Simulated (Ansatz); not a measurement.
What a trial cell of CuOs2 relaxes into

Level of theory: Ansatz, DFT PBE, scalar-relativistic, plane waves, PAW. Cutoff 420 eV, Γ-centred k mesh, Gaussian smearing, no spin polarisation in the final step.

CuOs2 was placed on the Cu2Sb structure type (P4/nmm, No. 129), with Cu in place of Sb, Os in place of Cu, at a guessed volume.

```yaml
crystal:
  lattice:
    - [3.62870, 0.00000, 0.00000]
    - [0.00000, 3.62870, 0.00000]
    - [0.00000, 0.00000, 5.53668]
  atoms:
    - { symbol: Cu, position: [0.00000, 0.50000, 0.70000] }
    - { symbol: Cu, position: [0.50000, 0.00000, 0.30000] }
    - { symbol: Os, position: [0.00000, 0.00000, 0.00000] }
    - { symbol: Os, position: [0.50000, 0.50000, 0.00000] }
    - { symbol: Os, position: [0.00000, 0.50000, 0.27000] }
    - { symbol: Os, position: [0.50000, 0.00000, 0.73000] }
```

Cell and atoms relax at zero pressure; the relaxation can't lower the symmetry of the start. After a coarse first stage the cell is made exact in the group found at 0.06 Å.

Formation energies are uncorrected and refer to the elements' standard structures at the same level.

(1) What does it relax into?

(2) What are its volume, energy, density and gap?

Results:

(1) It keeps P4/nmm (No. 129). The result has the Cu2Sb structure. Conventional cell: a = 3.727 Å, c = 6.258 Å. Cu is coordinated by 1 Os at 2.45 Å and 8 Os at 2.64–2.69 Å; around Os on Wyckoff site a (2 atoms of the primitive cell) lie 8 Os at 2.64 Å and 4 Cu at 2.69 Å; Os on Wyckoff site c (2 atoms of the primitive cell) is coordinated by 1 Cu at 2.45 Å, 4 Os at 2.64 Å and 4 Cu at 2.64 Å.

Space group P4/nmm:1 (No. 129). a = 3.727 Å, b = 3.727 Å, c = 6.258 Å, α = 90.00°, β = 90.00°, γ = 90.00°
```json
{"atom": "Cu", "site": "2c", "symmetry": "4mm", "x": "0.0000", "y": "0.5000", "z": "0.6901"}
{"atom": "Os", "site": "2a", "symmetry": "-4m2", "x": "0.0000", "y": "0.0000", "z": "0.0000"}
{"atom": "Os", "site": "2c", "symmetry": "4mm", "x": "0.0000", "y": "0.5000", "z": "0.2978"}
```

(2) The volume per atom is 14.49 Å³ and the density is 16.96 g/cm³. The energy over the elements is 0.60 eV/atom and the gap on the 10×10×6 mesh is 0 eV (a metal).

The final run used a 10×10×6 mesh on its 6-atom cell and 0.10 eV smearing. The k mesh leaves about 4 meV/atom of noise in metals. Spin–orbit coupling is left out. A structure relaxed within its symmetry needn't be a true minimum.

Cost: 3 runs of about 1.9 core-minutes in all, on Intel Xeon 6975P-C (Granite Rapids) (shared hosts).